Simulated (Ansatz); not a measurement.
## Relative stability

Two relaxed structures of CH₅OSi (charge -1), closed shell (PBE0-D4/def2-TZVPD; forces vanish, vibrations not checked).

A:

C1  (0.527, -0.011, 0.220)
Si2  (-1.302, 0.112, -0.458)
O3  (0.694, -1.205, 1.016)
H4  (-1.042, 0.060, -1.972)
H5  (-1.487, 1.636, -0.396)
H6  (0.760, 0.861, 0.848)
H7  (1.278, -0.043, -0.579)
H8  (-0.202, -1.564, 1.089)
(Å)

B:

```
8
angstrom
C -0.9060 0.4777 -0.7111
Si 0.5895 0.1008 0.1327
O 0.6084 -1.3531 1.0331
H -1.2037 0.0207 -1.6529
H -1.5576 1.2773 -0.3659
H 0.9468 1.1873 1.1231
H 1.8446 -0.1253 -0.6853
H -0.3220 -1.5854 1.1263
```

Program: Ansatz 0.2.0. Basis: def2-TZVPPD. Cores are frozen in the correlated methods. B3LYP uses VWN-RPA correlation.

(1) Which structure is lower at CCSD(T), and by how much? (To be estimated.)

The T1 diagnostic stays at or below 0.015.

## Answers

(1) Computed: B, by 137.8 kJ/mol (electronic energy, against the other). By their contacts, A is CH₅OSi ([OH][CH2][SiH2]), total charge -1 and B is CH₅OSi ([CH2][SiH2][OH]), total charge -1.

All methods give the same order:

```tsv
method	E(B) − E(A) (kJ/mol)
PBE-D4	-118.8
r2SCAN-D4	-137.8
PBE0-D4	-123.9
B3LYP-D4	-133.0
wB97M-V	-136.6
HF	-141.7
MP2	-158.5
CCSD	-137.6
CCSD(T)	-137.8
```

Labels in which every atom is bracketed show which atoms are joined, not bond orders.

For scale, one of the runs: CCSD(T)/def2-TZVPPD, 210 basis functions, launched by `ansatz run in.yaml --threads 2 --pin off --events-out ev --progress --plain --max-ram 4352MiB`. Hardware: 2 CPU threads of an Intel Xeon 6975P-C, shared host. Wall time 23 s; peak host memory 3.1 GiB.
